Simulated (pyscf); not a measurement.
H₂Si=S -> :Si=S [singlet] + hydrogen (H₂), a 1,1-elimination (singlet surface; H–Si, H–Si broken, H–H formed). Optimised with ωB97X-D3(BJ)/def2-SVP in PySCF. Energies in kcal/mol from the reactant's lowest minimum found.

Small-basis levels: PySCF, no dispersion term, spherical d functions. 

Q: Quick HF/STO-3G single points give ΔE‡ = 118.8 kcal/mol and ΔE = +13.1 kcal/mol. What does ωB97M-D3(BJ)/def2-TZVP give, and how far is the quick result from it?

A: ωB97M-D3(BJ)/def2-TZVP gives ΔE‡ = 74.9 kcal/mol and ΔE = +9.4 kcal/mol. HF/STO-3G lies 43.9 kcal/mol over it in the barrier and 3.7 kcal/mol over it in the reaction energy, so on this step it does not hold to within 3.0 kcal/mol. ωB97M-D3(BJ)/def2-TZVP has limits of its own. The same reactants have a lower exit, to :HSi–SH [singlet] (barrier +57.0 kcal/mol at ωB97M-D3(BJ)/def2-TZVP, against +74.9 kcal/mol here). One saddle was located; it need not be the lowest between these sides.
